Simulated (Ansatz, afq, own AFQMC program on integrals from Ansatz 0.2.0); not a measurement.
# BSiH$_{2}$, doublet → BSiH2⁺, triplet

```csv
atom,x (Å),y (Å),z (Å)
Si,0.0000,0.0000,0.6345
B,0.0000,0.0000,-1.2907
H,0.0000,-1.0258,-1.9185
H,0.0000,1.0258,-1.9185
```

Connectivity, by distances: Si–BH2.

E(triplet, charge +1) − E(doublet, charge +0) at this geometry, on UHF and UHF determinants.

Basis cc-pVDZ. Noble-gas cores (and the filled d shells of Ga–Kr and In–Xe) are frozen. AFQMC by an in-house program on the Cholesky factors that Ansatz 0.2.0 writes for its CCSD(T) run. ph-AFQMC/CISD is guided by a CISD state made of CCSD amplitudes; releasing the constraint for a short imaginary time cuts its bias at the price of noise, slowly where states lie close. ± is one standard error of the sampling. The errors of all members are added in quadrature.

No full CI on the walks' own integrals is used here; CCSDT(Q) serves as the reference and is uncertain by about the last step of the cluster series. Each member takes its own surest rung, up to full CI.

The best estimate is CCSD(T) at the basis-set limit (CBS: def2-TZVPP and def2-QZVPP, with their diffuse functions for anions and beside diffuse sets, CCSD(T) itself extrapolated) plus the step from CCSD(T) to CCSDT(Q) in cc-pVDZ. Rows without CBS are in cc-pVDZ, the functionals in def2-TZVP; B2PLYP and the wave-function rows carry a basis error of their own. Core correlation and relativity beyond core potentials are missing, and ± holds the sampling alone.

Cautions: BSiH₂ (doublet): an unrestricted solution with more broken spin lies lower, the released energies are still falling, so no released level is given (meV from the phaseless value at times in 1/Eh: -8 ± 10 at 0.24, -11 ± 10 at 0.51, -15 ± 10 at 0.99, -30 ± 13 at 1.62, -47 ± 13 at 2.40), though the last usable value meets CCSDT(Q) within the noise, the ph-AFQMC/HF walk drifts between its halves (2.8 errors), its ph-AFQMC/CISD value lies 26 ± 9 meV above CCSDT(Q); BSiH₂⁺ (triplet): lower spins were not checked, its ph-AFQMC/CISD value lies 20 ± 8 meV above CCSDT(Q); this needn't be the first ionization.

Best estimate: 211.3 kcal/mol.

| level | vertical ionization energy (kcal/mol) | error against the best estimate (kcal/mol) |
| --- | --- | --- |
| HF | 187.0 | -24.4 |
| MP2 | 202.3 | -9.1 |
| CCSD | 204.4 | -7.0 |
| CCSD(T) | 204.5 | -6.9 |
| CCSDT | 204.3 | -7.1 |
| CCSDT(Q) | 204.3 | -7.1 |
| ph-AFQMC/CISD | 204.2 ± 0.3 | -7.2 ± 0.3 |
| HF/CBS | 187.4 | -23.9 |
| MP2/CBS | 209.1 | -2.2 |
| CCSD(T)/CBS | 211.5 | 0.2 |
| PBE | 206.8 | -4.5 |
| r2SCAN | 206.4 | -5.0 |
| PBE0 | 208.3 | -3.1 |
| B3LYP | 210.1 | -1.2 |
| wB97M-V | 210.2 | -1.2 |
| B2PLYP | 207.9 | -3.4 |

Correlation beyond CCSD(T) takes off 0.2 kcal/mol. Going to the basis-set limit adds 7.1 kcal/mol at CCSD(T). The perturbative (T) step is worth +0.1 kcal/mol. The functionals spread over 3.8 kcal/mol; wB97M-V and B3LYP come nearest and r2SCAN is 5.0 kcal/mol too low.

Best estimates are given only where the step beyond CCSD(T) is under 0.3 eV and no member's determinant is very poor (T1 over 0.05, or 0.07 for open shells, ⟨S²⟩ too high by 0.3, two states mixed), so the hardest cases are missing from such tables.

The functionals ran in a triple-zeta set and keep a basis error of their own, a few kJ/mol for each bond in atomization energies and more for double hybrids, so close places among them and the extrapolated levels can swap.

CCSDT and higher add their correlation energy to the determinant of the CCSD(T) run, since their own runs factorise the integrals more tightly (a shift of under 2 meV). Each member of a difference takes its own highest rung, so a best estimate needn't equal the limit plus the step of one row. A walk keeps the symmetry of its determinant, which the program's search chose and which needn't be the lowest solution, so a lower state of the same spin and another symmetry isn't excluded.
